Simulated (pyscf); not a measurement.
Structures and frequencies: ωB97X-D3(BJ)/def2-SVP in PySCF.

### Question
`[F][SiH3]` -> `[F][SiH]` [singlet] + `[H][H]`
Surface: singlet. Broken: H–Si, H–Si. Formed: H–H. Give ΔE‡ and ΔE from ωB97M-D3(BJ)/def2-TZVP, relative to the reactant's lowest minimum found.

### Answer
ΔE‡ = 69.3 kcal/mol, ΔE = +50.7 kcal/mol. Zero-point energy shifts the barrier by -3.0 kcal/mol. It is a 1,1-elimination, with an imaginary mode of 1316i cm⁻¹. One saddle was located; it need not be the lowest between these sides.
